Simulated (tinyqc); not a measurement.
Worked calculation: UHF in the sto-6g basis, for H2O+, spin multiplicity 2. One step of it, computed by the program tinyqc.

Task: Orthogonalisation. S = U s U^T; symmetric (Loewdin) form X = U s^(-1/2) U^T, so that X^T S X = 1.

overlap S, lower triangle:
```
           1O 1s     1O 2s    1O 2px     1O 2py    1O 2pz     2H 1s     3H 1s
1O 1s   1.000000
1O 2s   0.231145  1.000000
1O 2px  0.000000  0.000000  1.000000
1O 2py  0.000000  0.000000  0.000000   1.000000
1O 2pz  0.000000  0.000000  0.000000   0.000000  1.000000
2H 1s   0.055913  0.479275  0.000000   0.300039  0.255405  1.000000
3H 1s   0.055913  0.479275  0.000000  -0.300039  0.255405  0.275040  1.000000
```

Give: eigenvalues of S; X.

Result:

eigenvalues of S: 0.3392  0.4164  0.8839  1.0000  1.0950  1.3085  1.9569

X, lower triangle:
```
          1O 1s    1O 2s  1O 2px   1O 2py   1O 2pz    2H 1s   3H 1s
1O 1s    1.0228
1O 2s   -0.1388   1.2493
1O 2px   0.0000   0.0000  1.0000
1O 2py   0.0000   0.0000  0.0000   1.1078
1O 2pz  -0.0100   0.1195  0.0000   0.0000   1.0625
2H 1s    0.0199  -0.2977  0.0000  -0.2272  -0.1563   1.2162
3H 1s    0.0199  -0.2977  0.0000   0.2272  -0.1563  -0.0998  1.2162
```
